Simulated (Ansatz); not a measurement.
Compare A (`CN1CCC1`) with its isomer B (`CC1CCN1`).

Gas-phase electronic energies from Ansatz, PBE0-D4/def2-TZVP geometries. CCSD(T)/CBS is the MP2 limit (def2-TZVPP, def2-QZVPP) plus CCSD(T) − MP2 in def2-TZVPP, frozen cores. DFT in def2-TZVPP. B3LYP here is the variant with VWN-RPA as its local correlation; programs differ in this.

**Question.** Which isomer does CCSD(T)/CBS put lower? Give the gap. (Best estimate.)

**Answer.** The calculation gave: B, by 24.6 kJ/mol.

**Question.** Give E(B) − E(A) in kJ/mol with B3LYP-D4, CCSD/def2-TZVPP, ωB97M-V, B3LYP, r2SCAN-D4, CCSD(T)/def2-TZVPP, HF/def2-TZVPP. (Best estimate.)

**Answer.** Ansatz gave: B3LYP-D4 -20.2, CCSD/def2-TZVPP -23.5, ωB97M-V -24.0, B3LYP -19.7, r2SCAN-D4 -22.1, CCSD(T)/def2-TZVPP -23.2, HF/def2-TZVPP -21.0. None reverses the order clearly.

Largest T1 diagnostic: 0.009.
